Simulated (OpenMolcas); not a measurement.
## How methods differ on HBS (hydrogen boron sulfide)

The species is HBS (3 atoms), meant as a singlet with charge 0. SMILES: `B=S`. The shape is that of a PBE0-D4/def2-TZVP optimisation.

```xyz
3

B    -0.0387   -0.0146    0.1348
S     0.3992    0.1476   -1.3933
H    -0.3605   -0.1331    1.2585
```

Quantity: the energy change with the B1–S2 bond stretched from 1.598 to 2.796 Å, in eV. The values are calculated.

| level | kind | program | value (eV) | less FCI/STO-3G | CPU time (all runs) |
| --- | --- | --- | --- | --- | --- |
| HF/STO-3G (restricted) | Hartree–Fock | OpenMolcas | 8.31 | +0.02 | 5 s |
| SVWN5/STO-3G (restricted) | LDA | OpenMolcas | 9.65 | +1.36 | 9.5 s |
| PBE/STO-3G (restricted) | GGA | OpenMolcas | 9.20 | +0.91 | 11 s |
| r2SCAN/STO-3G (restricted) | meta-GGA | OpenMolcas | 9.60 | +1.31 | 13 s |
| PBE0/STO-3G (restricted) | global hybrid | OpenMolcas | 9.76 | +1.47 | 9.9 s |
| B2PLYP/STO-3G (restricted) | double hybrid | OpenMolcas | 9.76 | +1.47 | 9.7 s |
| CASSCF(2,2)/STO-3G | multireference | OpenMolcas | 8.55 | +0.26 | 7.2 s |
| CISD/STO-3G (restricted) | coupled cluster or CI | OpenMolcas | 8.65 | +0.36 | 5.7 s |
| FCI/STO-3G | exact in the basis | OpenMolcas | 8.29 | 0.00 | 8.8 s |

FCI/STO-3G is exact within its basis and frozen core, so for wave-function methods in that basis the difference is their error; functionals converge differently with the basis, so for them it is only a difference. The first shape isn't each level's own minimum. The values span 8.29 to 9.76 eV. All rows use very small basis sets, so none should be taken for the real molecule's value. In so small a basis fixed costs decide the times, and correlated methods can beat functionals. CPU times are rough (shared hosts, several kinds of processor and program).
